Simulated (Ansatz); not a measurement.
This geometry of H₃OSSi (6 atoms, charge 1, multiplicity 1) is a first-order saddle point.

The calculation used RKS PBE0/def2-SVP in Ansatz 0.2.0.

```xyz
6
Properties=species:S:1:pos:R:3
O -1.314 -0.910 0.461
S 0.083 -1.049 -0.399
Si 0.822 0.849 -0.195
H -1.768 -1.771 0.438
H 2.114 1.031 -0.887
H 0.063 1.851 0.582
```

Task: Which two structures does it join? (They come from a converged band through this point; their orientation in space is the band's.)

Result: No bond is made or broken. The dihedral H4–O1–S2–Si3 goes from -136 to 136°. The two ends are copies of one structure, up to a mirror image or an exchange of like atoms.

Initial state:

```xyz
6
Properties=species:S:1:pos:R:3
O -1.480 -0.811 0.056
S 0.019 -1.025 -0.595
Si 0.881 0.761 -0.066
H -1.740 -1.633 0.512
H 2.215 0.990 -0.659
H 0.105 1.718 0.751
```

Final state:

```xyz
6
Properties=species:S:1:pos:R:3
O -1.092 -1.056 0.735
S 0.183 -1.131 -0.307
Si 0.756 0.840 -0.287
H -1.827 -1.575 0.362
H 2.019 1.115 -1.004
H -0.038 1.807 0.501
```

Task: How far does it lie above each of them?

Result: 1.4 kJ/mol above the first and 1.4 kJ/mol above the second. This is the barrier of this one path; another mechanism may lie lower.

Time of the run: 3.3 min on 1 thread of Intel(R) Xeon(R) Processor @ 2.50GHz (Skylake/Cascade Lake) (shared host), peak memory 0.13 GiB.
